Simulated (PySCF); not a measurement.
Complete the spectrum of C4H7N

Species: C4H7N.
Geometry (GFN2-xTB, Å), atoms numbered from 1 in this order:
```xyz
12
C4H7N angstrom
C      1.7499    0.6125    0.4460
C      1.2956   -0.0083   -0.6383
N      0.3869   -1.0362   -0.6536
C     -0.8035   -1.0090   -0.2554
C     -1.5838    0.1665    0.2394
H      2.5694    1.3058    0.3917
H      1.3501    0.4013    1.4235
H      1.7402    0.1658   -1.6113
H     -1.3424   -1.9518   -0.3018
H     -1.0138    1.0860    0.1266
H     -1.8257    0.0232    1.2922
H     -2.5217    0.2437   -0.3086
```

Method used: TDDFT PBE0/def2-SVPD, vertical, gas phase, core orbitals frozen in the response in PySCF 2.14.0, density-fitted response routines.

Orbital energies (eV): HOMO-3 -10.55, HOMO-2 -9.36, HOMO-1 -8.30, HOMO -6.44, LUMO -0.55, LUMO+1 0.74, LUMO+2 0.95.

Lowest singlets, with some entries withheld (?).

| state | ν̃ (cm⁻¹) | f | main configurations (H = HOMO, L = LUMO) |
| --- | --- | --- | --- |
| S1 | 35720 | 0.042 | H→L (88%) |
| S2 | ? | ? | ? |
| S3 | 50990 | ? | H→L+2 (88%) |
| S4 | 53290 | 0.192 | ? |
| S5 | ? | ? | H→L+3 (88%) |
| S6 | 57200 | 0.024 | ? |

Q: Fill in the withheld entries.

A: 
- S2: ν̃ = 49290 cm⁻¹; f = 0.039; H→L+1 (88%)
- S3: f = 0.047
- S4: H-1→L (72%)
- S5: ν̃ = 56320 cm⁻¹; f = 0.058
- S6: H→L+4 (75%), H→L+5 (12%)

Q: What is the mean static polarisability from the same response equations?

A: 58.6 au (8.68 Å³), with principal values 43.7, 55.5 and 76.6 au.

Q: Where do the lowest triplets lie (Tamm–Dancoff)?

A: T1 3.44 eV, H→L (94%); T2 4.51 eV, H→L+1 (32%), H-1→L (30%), H→L+2 (28%). E(S1) − E(T1) = +0.99 eV.

Q: How far apart are S4 and S5, in eV and cm⁻¹?

A: 6.983 − 6.607 = 0.376 eV, or about 3030 cm⁻¹.

One conformer stands for the species.
